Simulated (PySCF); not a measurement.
# C2H3ClF2 (1-chloro-1,1-difluoroethane): the cost of one run

Programs: PySCF 2.14.0, with density-fitted response routines of our own. Each step states its level of theory. These are calculated values for one molecule in the gas phase, unless marked as measured. Atoms count from 0, in the outputs and in this text.

## Step 1: The starting structure

8 atoms, charge 0, multiplicity 1; geometry from: GFN2-xTB.

Bonds of the start (Å): C0–C1 1.51, C1–F2 1.35, C1–F3 1.35, C1–Cl4 1.79, C0–H5 1.09, C0–H6 1.09, C0–H7 1.09.

## Step 2: TDDFT and polarisability: CAM-B3LYP/def2-SVPD

What the job is given:

```
{"job": {"kind": "uv", "xc": "CAM-B3LYP", "basis": "def2-SVPD", "nstates": 8, "ntriplets": 3}, "charge": 0, "multiplicity": 1}
C     -0.804307    -0.193710    -0.021614
C      0.647382     0.201750     0.080106
F      1.199607    -0.229451     1.230175
F      0.798119     1.539961     0.086485
Cl     1.619011    -0.453948    -1.275720
H     -0.887176    -1.276440    -0.003011
H     -1.221186     0.193351    -0.946754
H     -1.342394     0.227899     0.825768
```

Level: TDDFT CAM-B3LYP/def2-SVPD, vertical, gas phase, core orbitals frozen in the response.

The run is started by

```sh
> OMP_NUM_THREADS=1 python probes_run.py task.json out
```

This one command runs all jobs of the session in turn.

Q: Estimate the wall time and peak memory of this first job on 1 thread of Arm Neoverse V1, shared host.

About 15 s, with a peak of 0.55 GiB.
